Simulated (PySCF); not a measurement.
Isomers of [C3H3]+ (charge +1). Method used: PySCF, PBE0-D3(BJ)/def2-SVP geometry optimisation, gas phase. Energies are electronic, without zero-point or thermal terms, for one conformer each. No frequencies were run at this level. Point groups hold within 0.08 Å.

Question: Rank from lowest to highest electronic energy at this level (kJ/mol).
A. `C1=C[CH+]1`
B. `C#C[CH2+]`

Answer: A (0.0), B (145.5).

As drawn, the lower has a three-membered ring, which the higher lacks.

```csv
SMILES,E (Eh),E rel (kJ/mol),dipole about centre of mass (D),point group,"A, B, C (MHz)"
c1c[cH+]1,-115.50576,0.0,0.00,D3h,"30610, 30604, 15304"
C#C[CH2+],-115.45036,145.5,0.56,C2v,"279328, 9591, 9272"
```

Q: How do the relative energies change in single points at PBE0/pcSseg-1 (no added dispersion term) on the same geometries?

A: 
```tsv
SMILES	PBE0-D3(BJ)/def2-SVP (kJ/mol)	PBE0/pcSseg-1 (kJ/mol)	shift
c1c[cH+]1	0.0	0.0	0.0
C#C[CH2+]	145.5	138.7	-6.8
```

Each column counts from its own lowest isomer. The order is unchanged; the largest shift is 6.8 kJ/mol.
